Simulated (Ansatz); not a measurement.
# C2H2B: the cost of one run

Program: Ansatz 0.2.0. Level of theory: the levels named in each step. These are calculated values, not measurements.

### Step 1. Starting point

Bond lengths: B1–C2 1.495 Å, B1–C3 1.521 Å, C2–C3 1.330 Å, B1–H4 1.151 Å, C3–H5 1.068 Å. Angles: B1–C2–C3 64.9°, C2–B1–C3 52.3°, C2–B1–H4 157.6°, C3–B1–H4 150.1°, B1–C3–C2 62.8°, B1–C3–H5 150.9°, C2–C3–H5 146.2°.

Structure file:

```xyz
5

B     0.8560   -0.2976   -0.0042
C    -0.1371    0.8198    0.0033
C    -0.6614   -0.4021    0.0011
H     1.8909   -0.8012   -0.0094
H    -1.5568   -0.9837    0.0016
```

### Step 2. A rough first relaxation, PBE-D4/def2-SVP

This run stands in another session on the same molecule. It ended at:

```xyz
5

B     0.8510   -0.2842   -0.0040
C    -0.1339    0.8389    0.0034
C    -0.6714   -0.3879    0.0009
H     1.9251   -0.8213   -0.0096
H    -1.5791   -1.0103    0.0018
```

### Step 3. Relaxation, HF/STO-3G

Contents of input.yaml:

```yaml
crystal:
  periodic: [false, false, false]
  atoms:
    - { symbol: B, position_ang: [0.85095914, -0.28423731, -0.00397292] }
    - { symbol: C, position_ang: [-0.13392744, 0.83889749, 0.00341697] }
    - { symbol: C, position_ang: [-0.67135297, -0.38794147, 0.00086528] }
    - { symbol: H, position_ang: [1.92505899, -0.82132536, -0.00957022] }
    - { symbol: H, position_ang: [-1.57913772, -1.01027334, 0.00175089] }
magnetization:
  spin_polarized: true
  initial_magnetization: 1
basis:
  gaussian: { orbitals: STO-3G }
hamiltonian:
  xc: hf
relax:
  f_tol: 0.002
  max_steps: 150
```

The run is started by

```console
> ansatz run input.yaml --threads 2 --pin off --max-ram 5120MiB --backend cpu --events-out ev --progress --plain --runs-dir out
```

**Question.** How long does this run take on 2 threads of Arm Neoverse N1, shared host, and how much memory does it need?

About 2.3 s, with a peak of 0.083 GiB.
